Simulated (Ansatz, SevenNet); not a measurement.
Equilibrium lattice constant a of 1T (CdI2-type) SnSe2 at several levels of theory

No measured value is used here.

```csv
level (code),value (Å)
SevenNet-l3i5 (SevenNet),3.875
PBE (Ansatz),(withheld)
PBE-D3(BJ) (Ansatz),3.840
r²SCAN+SOC (Ansatz),3.841
PBE0 (Ansatz),3.823
```

### Question
Fill in the missing entries.

### Answer

- PBE (Ansatz, a first-principles code), value (Å): 3.872

PBE, r²SCAN+SOC, PBE0: the cell comes from a level without a dispersion term, which matters for the spacing of layers, chains or molecules. Cutoffs and k meshes differ between the levels. Ansatz's density-functional and Hartree–Fock values are scalar-relativistic unless marked +SOC, with PAW data made under PBE.

Machine-learned potentials (SevenNet-l3i5) are trained on DFT data, which may include these solids.
